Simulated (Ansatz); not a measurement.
# CH4ClO: the cost of one run

Program: Ansatz 0.2.0. Level of theory: UKS PBE-D4/def2-SVP. These are calculated values, not measurements.

**1. The structure to begin with**

Bond lengths: O1–H2 0.964 Å, C3–Cl4 1.978 Å, C3–H5 1.080 Å, C3–H6 1.081 Å, C3–H7 1.081 Å. Angles: Cl4–C3–H5 107.4°, Cl4–C3–H6 107.3°, Cl4–C3–H7 107.7°, H5–C3–H6 111.4°, H5–C3–H7 111.4°, H6–C3–H7 111.4°.

Coordinates:

```xyz
7

O     0.3543    0.2775   -2.7519
H    -0.3571   -0.2956   -3.0611
C    -0.0184   -0.0115    1.3619
Cl    0.1614    0.1341   -0.6028
H    -0.4717    0.9036    1.7144
H     0.9754   -0.1407    1.7677
H    -0.6438   -0.8675    1.5718
```

**2. Relaxing the start**

The input, input.yaml:

```yaml
crystal:
  periodic: [false, false, false]
  atoms:
    - { symbol: O, position_ang: [0.3543, 0.2775, -2.7519] }
    - { symbol: H, position_ang: [-0.3571, -0.2956, -3.0611] }
    - { symbol: C, position_ang: [-0.0184, -0.0115, 1.3619] }
    - { symbol: Cl, position_ang: [0.1614, 0.1341, -0.6028] }
    - { symbol: H, position_ang: [-0.4717, 0.9036, 1.7144] }
    - { symbol: H, position_ang: [0.9754, -0.1407, 1.7677] }
    - { symbol: H, position_ang: [-0.6438, -0.8675, 1.5718] }
total_charge: -1
magnetization:
  spin_polarized: true
basis:
  gaussian: { orbitals: def2-SVP }
hamiltonian:
  xc: pbe
  dispersion: d4
relax:
  f_tol: 0.02
  max_steps: 40
```

Launch:

```sh
> ansatz run input.yaml --threads 1 --pin off --max-ram 2048MiB --backend cpu --events-out ev --progress --plain --runs-dir out
```

What time and memory should one allow on 1 thread of Arm Neoverse V1, shared host?

About 15 s, with a peak of 0.13 GiB.
